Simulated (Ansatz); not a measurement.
## Molecular dynamics, step by step

MgNH3F (SMILES [NH3+][Mg][F]) (charge +1), closed shell, PBE0-D4/def2-SVP (Ansatz 0.2.0). Settings (timestep in fs, temperature in K, friction in 1/fs; T counts 18 degrees of freedom, while the starting velocities carry no drift of the centre of mass, so T starts below the set value):

```yaml
hamiltonian: {xc: pbe0, dispersion: d4}
md: {n_steps: 40, timestep: 0.75, temperature: 1500, ensemble: nvt_langevin, seed: 843, friction: 0.002, initial_velocities: maxwell_boltzmann}
```

Start (the SMILES describes the start alone):

| atom | x (Å) | y (Å) | z (Å) |
| --- | --- | --- | --- |
| N1 | -0.5049 | 0.2646 | -0.3026 |
| Mg2 | 0.5593 | -1.4016 | 0.3791 |
| F3 | 1.8910 | -0.6441 | 1.1122 |
| H4 | -1.1704 | 0.6028 | 0.4042 |
| H5 | 0.2296 | 0.9807 | -0.3956 |
| H6 | -1.0046 | 0.1976 | -1.1972 |

```csv
step,time (fs),potential energy less the start (meV),kinetic energy (meV),T (K)
0,0.00,0.0,969.5,1250
2,1.50,253.0,802.5,1035
4,3.00,382.8,676.6,872
6,4.50,260.1,829.5,1070
8,6.00,320.2,787.9,1016
10,7.50,489.3,598.4,772
12,9.00,277.8,761.2,981
14,10.50,329.0,650.7,839
16,12.00,448.1,541.9,699
18,13.50,336.4,651.0,839
20,15.00,346.3,621.5,801
22,16.50,478.3,523.5,675
24,18.00,350.7,687.9,887
26,19.50,215.0,787.3,1015
28,21.00,259.7,725.1,935
30,22.50,162.6,824.4,1063
32,24.00,150.2,790.1,1019
34,25.50,270.3,671.9,866
36,27.00,299.3,670.3,864
38,28.50,142.7,801.7,1034
40,30.00,304.8,706.7,911
```

Step 12, positions (Å) and forces (eV/Å):

```
atom       x       y       z      Fx      Fy      Fz
  N1  -0.499   0.375  -0.302   0.657  -0.886   0.989
 Mg2   0.575  -1.436   0.310   0.169   1.006  -0.466
  F3   1.891  -0.687   1.158   0.188  -0.332   0.231
  H4  -0.944   0.490   0.610   0.240   0.872   0.388
  H5  -0.018   1.254  -0.572  -0.018  -0.640   0.386
  H6  -1.307   0.291  -0.865  -1.236  -0.021  -1.527
```

Step 22, positions (Å) and forces (eV/Å):

```tsv
atom	x	y	z	Fx	Fy	Fz
N1	-0.540	0.413	-0.293	4.276	2.247	1.178
Mg2	0.594	-1.430	0.241	0.358	1.362	-0.140
F3	1.906	-0.728	1.194	-0.409	-0.538	-0.211
H4	-0.586	0.740	0.686	-0.762	-0.306	0.041
H5	-0.077	1.363	-0.634	-0.503	-2.769	0.105
H6	-1.413	0.454	-0.702	-2.960	0.004	-0.973
```

Step 38, positions (Å) and forces (eV/Å):

```json
{"atom": "N1", "x": "-0.548", "y": "0.470", "z": "-0.195", "Fx": "0.454", "Fy": "-1.334", "Fz": "0.522"}
{"atom": "Mg2", "x": "0.654", "y": "-1.358", "z": "0.134", "Fx": "-0.160", "Fy": "0.916", "Fz": "0.683"}
{"atom": "F3", "x": "1.914", "y": "-0.819", "z": "1.245", "Fx": "-0.282", "Fy": "-0.406", "Fz": "-0.427"}
{"atom": "H4", "x": "-0.397", "y": "1.041", "z": "0.646", "Fx": "0.638", "Fy": "0.119", "Fz": "-0.253"}
{"atom": "H5", "x": "-0.018", "y": "0.799", "z": "-0.997", "Fx": "-0.029", "Fy": "0.988", "Fz": "-0.024"}
{"atom": "H6", "x": "-1.531", "y": "0.616", "z": "-0.375", "Fx": "-0.621", "Fy": "-0.283", "Fz": "-0.501"}
```

Last step (40):

```xyz
6
angstrom
N -0.5404 0.4722 -0.1854
Mg 0.6615 -1.3439 0.1217
F 1.9141 -0.8322 1.2496
H -0.3461 1.0790 0.6214
H -0.0765 0.7237 -0.9918
H -1.5943 0.6088 -0.3765
```

Hardware: 2 CPU threads of an Arm Neoverse V2, shared host. Wall time about 29 s.
